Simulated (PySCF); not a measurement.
Species: C3H6N (doublet state).
Z-matrix (Å and degrees, PBE0-D3(BJ)/def2-SVP geometry), rows numbered from 1:
```
C 
C   1  1.5226
C   2  1.5103  1  112.26
N   3  1.2466  2  125.14  1  -124.45
H   1  1.0999  2  110.76  3   179.57
H   1  1.1014  2  111.52  3   -60.57
H   1  1.1005  2  111.19  3    59.70
H   2  1.1001  1  111.32  3  -121.80
H   2  1.1039  1  110.11  3   119.58
H   3  1.1127  2  116.39  1    55.02
```

The calculation used PBE0-D3(BJ)/def2-SVP geometry optimisation, gas phase in PySCF.

Masses are those of the commonest isotopes; rigid-rotor values at the optimised geometry. The values belong to one conformer with, in the numbering `[CH3:1][CH2:2][CH:3]=[N:4]`, C1–C2–C3–N4 -124°.

Give the principal moments of inertia and the rotational constants in cm⁻¹.

Ia = 19.52, Ib = 112.99, Ic = 117.19 u·Å²; 505379 MHz·u·Å²/I gives 25884, 4473 and 4313 MHz, that is A = 0.86339, B = 0.14919, C = 0.14385 cm⁻¹.

Classify the top.

A near-prolate asymmetric top. Ray's parameter κ = (2B − A − C)/(A − C) = -0.985; −1 is the prolate and +1 the oblate limit.

Is it planar, by Δ = Ic − Ia − Ib?

Not planar: Δ = Ic − Ia − Ib = -15.33 u·Å². For a rigid frame Δ = −2 Σ m c², so Σ m c² = 7.67 u·Å² lies off the ab plane: 4.64 from hydrogen and 3.02 from heavier atoms. The atom farthest from that plane is 1.18 Å away.

List the rotational levels J(Ka,Kc) to J = 5 (MHz).

Above 0(0,0):
J = 1: 1(0,1) 8785, 1(1,1) 30196, 1(1,0) 30356
J = 2: 2(0,2) 26355, 2(1,2) 47607, 2(1,1) 48087, 2(2,1) 112320, 2(2,0) 112321
J = 3: 3(0,3) 52707, 3(1,3) 73722, 3(1,2) 74682, 3(2,2) 138676, 3(2,1) 138681, 3(3,1) 246133, 3(3,0) 246133
J = 4: 4(0,4) 87839, 4(1,4) 108541, 4(1,3) 110141, 4(2,3) 173816, 4(2,2) 173830, 4(3,2) 281275, 4(3,1) 281275, 4(4,1) 431712, 4(4,0) 431712
J = 5: 5(0,5) 131747, 5(1,5) 152063, 5(1,4) 154463, 5(2,4) 217740, 5(2,3) 217772, 5(3,3) 325204, 5(3,2) 325204, 5(4,2) 475640, 5(4,1) 475640, 5(5,1) 669059, 5(5,0) 669059
The levels of one J sum to (2J + 1)J(J + 1)(A + B + C)/3.

Which lines would a microwave search look for?

The dipole components are |μa| = 2.64 D, |μb| = 0.01 D, |μc| = 1.12 D. The squared components, which scale the intensities, stand as 1.00 : 0.00 : 0.18 (a : b : c). Some lines, for components of 0.1 D or more:

| type | branch | J(Ka,Kc) | MHz | lower level (cm⁻¹) |
| --- | --- | --- | --- | --- |
| a | Q | 2(1,1) ← 2(1,2) | 480 | 1.588 |
| a | Q | 3(1,2) ← 3(1,3) | 960 | 2.459 |
| a | Q | 4(1,3) ← 4(1,4) | 1600 | 3.621 |
| a | R | 1(0,1) ← 0(0,0) | 8785 | 0.000 |
| a | R | 2(0,2) ← 1(0,1) | 17570 | 0.293 |
| a | R | 2(1,1) ← 1(1,0) | 17730 | 1.013 |
| c | Q | 1(1,1) ← 1(0,1) | 21411 | 0.293 |
| a | R | 3(1,3) ← 2(1,2) | 26115 | 1.588 |
| a | R | 3(0,3) ← 2(0,2) | 26352 | 0.879 |
| a | R | 3(1,2) ← 2(1,1) | 26595 | 1.604 |
| c | R | 1(1,0) ← 0(0,0) | 30356 | 0.000 |
| a | R | 4(0,4) ← 3(0,3) | 35132 | 1.758 |
| a | R | 4(3,2) ← 3(3,1) | 35143 | 8.210 |
| a | R | 4(2,2) ← 3(2,1) | 35149 | 4.626 |
| c | Q | 4(2,3) ← 4(1,3) | 63675 | 3.674 |
| c | Q | 3(2,2) ← 3(1,2) | 63994 | 2.491 |
| c | R | 2(2,0) ← 1(1,0) | 81965 | 1.013 |
| c | R | 3(2,1) ← 2(1,1) | 90594 | 1.604 |
| c | R | 3(2,2) ← 2(1,2) | 91069 | 1.588 |
| c | R | 4(2,3) ← 3(1,3) | 100094 | 2.459 |
| c | Q | 3(3,1) ← 3(2,1) | 107452 | 4.626 |
| c | R | 3(3,1) ← 2(2,1) | 133812 | 3.747 |
| c | R | 4(3,2) ← 3(2,2) | 142599 | 4.626 |
| c | Q | 4(4,1) ← 4(3,1) | 150437 | 9.382 |
| c | R | 4(4,1) ← 3(3,1) | 185579 | 8.210 |

For this open shell read J as N, the rotation without spin; fine and hyperfine splittings come on top. No frequency check. ⟨S²⟩ = 0.762 (exact for a doublet: 0.75). These are rigid-rotor constants of the computed structure; measured ground-state constants (B0) also hold zero-point vibration. A rigid rotor knows nothing of internal rotation, which can split or shift real lines. Quadrupole hyperfine structure (14N) is left out.

Hardware: one thread, x86-64 server (shared host). Cost: 19 s wall. This is the geometry optimisation.
